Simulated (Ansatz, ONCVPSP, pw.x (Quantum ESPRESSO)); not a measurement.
# pw.x on fcc Al: one setting changed

Potential: optimised norm-conserving Vanderbilt (ONCV), ONCVPSP 4.0.1, PBE; core [Ne], reference 3s2 3p1; waves: 3s: rc 2.05 bohr, ncon 3, nbas 6, qcut 2.6 1/bohr, local; 3p: rc 2.82 bohr, ncon 5, nbas 10, qcut 2.9 1/bohr, 2 projectors, debl 1.8 Ha; d scattering state at 0.26 Ha: rc 2.50 bohr, ncon 4, nbas 8, qcut 3.9 1/bohr, 2 projectors, debl 1.5 Ha; local part: the s channel; core correction: none.

The reference run (k-mesh 14³, cutoffs 55/220 Ry, Fermi–Dirac 0.01 Ry, mixing_beta 0.4, conv_thr 1e-9, no spin) gives 0.29 GPa at 16.527 Å³/atom, where all-electron LAPW gives -0.17 GPa. This run, with its own iteration cap, changes k-mesh points per axis to 8.

```
&control
  calculation='scf', prefix='x', pseudo_dir='./', outdir='./tmp', tstress=.true., disk_io='none'
/
&system
  ibrav=0, nat=1, ntyp=1, ecutwfc=55, ecutrho=220, nbnd=8,
  occupations='smearing', smearing='fd', degauss=0.01
/
&electrons
  conv_thr=1e-09, mixing_beta=0.4, electron_maxstep=50
/
ATOMIC_SPECIES
Al 1.0 Al.UPF
CELL_PARAMETERS angstrom
  0.00000000 2.02172157 2.02172157
  2.02172157 0.00000000 2.02172157
  2.02172157 2.02172157 0.00000000
ATOMIC_POSITIONS crystal
Al 0.0000 0.0000 0.0000
K_POINTS automatic
8 8 8 0 0 0
```

```bash
pw.x < Al.scf.in > Al.scf.out
```

Q: How does the run end?

A: It converges in 6 iterations; the free energy moves by +0.2 meV/atom and the pressure by +0.11 GPa.

```
Message from routine setup:
     using ibrav=0 with symmetry is DISCOURAGED, use correct ibrav instead
     lattice parameter (alat)  =       5.4030  a.u.
     unit-cell volume          =     111.5297 (a.u.)^3
     number of electrons       =         3.00
     number of Kohn-Sham states=            8
     kinetic-energy cutoff     =      55.0000  Ry
     charge density cutoff     =     220.0000  Ry
     scf convergence threshold =      1.0E-09
     Exchange-correlation= PBE
     number of k points=    29  Fermi-Dirac smearing, width (Ry)=  0.0100
     iteration #  1     ecut=    55.00 Ry     beta= 0.40
     total energy              =      -4.15180958 Ry
     estimated scf accuracy    <       0.00599578 Ry
     iteration #  2     ecut=    55.00 Ry     beta= 0.40
     total energy              =      -4.15172199 Ry
     estimated scf accuracy    <       0.00204419 Ry
     iteration #  3     ecut=    55.00 Ry     beta= 0.40
     total energy              =      -4.15174830 Ry
     estimated scf accuracy    <       0.00000232 Ry
     iteration #  4     ecut=    55.00 Ry     beta= 0.40
     total energy              =      -4.15174876 Ry
     estimated scf accuracy    <       0.00000050 Ry
     iteration #  5     ecut=    55.00 Ry     beta= 0.40
     total energy              =      -4.15174877 Ry
     estimated scf accuracy    <          6.9E-09 Ry
     iteration #  6     ecut=    55.00 Ry     beta= 0.40
     the Fermi energy is     7.8571 ev
!    total energy              =      -4.15174877 Ry
     estimated scf accuracy    <          5.6E-10 Ry
     smearing contrib. (-TS)   =      -0.00175217 Ry
     The total energy is F=E-TS. E is the sum of the following terms:
     one-electron contribution =       2.84443484 Ry
     hartree contribution      =       0.00667883 Ry
     xc contribution           =      -1.60080167 Ry
     ewald contribution        =      -5.40030860 Ry
     convergence has been achieved in   6 iterations
          total   stress  (Ry/bohr**3)                   (kbar)     P=        3.96
     Message from routine punch:
     Nothing written, as per user request (disk_io='none')
```

The run took about 4 s on one core of a shared host (Intel(R) Xeon(R) Processor @ 2.60GHz, 24 threads, 31 GiB, load 12).
